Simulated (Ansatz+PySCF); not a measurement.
Results of a calculation; reference values are marked as such.
## Ansatz (development build ahead of 0.2.0) run

```yaml
crystal:
  periodic: [false, false, false]
  atoms:
    - { symbol: "N", position_ang: [0.0, 0.0, -1.66437] }
    - { symbol: "N", position_ang: [0.0, 0.0, 1.66437] }
basis:
  gaussian: { orbitals: cc-pVDZ }
total_charge: 1
magnetization:
  spin_polarized: true
  initial_magnetization: 1
hamiltonian:
  xc: pbe
scf:
  omitted_lower_state_checks: [starts, atomic_configurations, cluster_reference, orbital_swaps, given_window_search, neighbouring_geometries, increment]
```

The input is written out in the form of the current development build from the run's settings.

Output:

```
Converged      : yes
Total energy   : -108.52239 hartree
Stability test : minimum
```

This is not the lowest solution: another run reaches a determinant 1.24 eV lower. Caution: charge can spread falsely over distant fragments; the unrestricted determinant is spin contaminated.
